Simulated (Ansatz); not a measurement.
Two shapes of doublet C2H4O(+).

Shape 1:

```xyz
7

C     0.0636    0.1912    0.3914
C    -0.6804   -0.9006    0.4476
O     0.6287    0.7240   -0.6991
H     0.2873    0.7776    1.2734
H    -1.0839   -1.2339    1.3925
H    -0.9062   -1.4905   -0.4339
H     0.4224    0.2153   -1.4690
```

Shape 2:

```xyz
7

C     0.1307    0.2800    0.3505
C    -0.7184   -0.9587    0.4428
O     0.5986    0.6951   -0.6438
H     0.2878    0.7783    1.2745
H    -1.0842   -1.2339    1.3941
H    -0.9068   -1.4912   -0.4340
H     0.4238    0.2135   -1.4813
```

Basis set: def2-SVP (spherical functions). Frozen core: 3 orbitals. Charge 1, multiplicity 2.

Computed with Ansatz (development build ahead of 0.2.0); each method stands on the lowest determinant of its kind that the runs found.

(1) Which shape is lower in energy, and by how much in each method?

## Answers

(1)

```csv
method,E(2) − E(1) (eV)
UHF,0.029
UHF-MP2,0.266
```

Shape 1 is lower.
